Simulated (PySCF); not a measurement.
## Relaxation of singlet HBS

All numbers come from PySCF, B3LYP, basis B def2-TZVP, S def2-TZVP, H def2-TZVP (no relativity, density fitting). A (50,194) grid was used.

A hand-made bent start, of Cs symmetry, held to at least that symmetry:

```xyz
3
charge 0 multiplicity 1, angstrom
B     1.0021    0.0000   -0.7325
S    -0.4068    0.0000    0.2541
H     1.9605    0.0000   -0.0614
```

Q: What forces act on the atoms at the start (eV/Å)?

A: 
```tsv
atom	Fx	Fy	Fz
B1	-3.25	0.00	4.06
S2	1.68	0.00	-2.79
H3	1.57	0.00	-1.27
```

Q: What does it relax to?

A: It ends at C∞v with B–H 1.170 Å, B–S 1.600 Å; H–B–S 180.0°. A frequency run shows a minimum. Other isomers or separated fragments may lie lower.

Q: How much energy is released, and in how many steps?

A: 163.0 kJ/mol in 7 steps.

The relaxation took 3.4 s on 2 threads of a shared Arm Neoverse V2 host, with 74 basis functions and 8 gradients; the process peaked at 0.44 GiB.
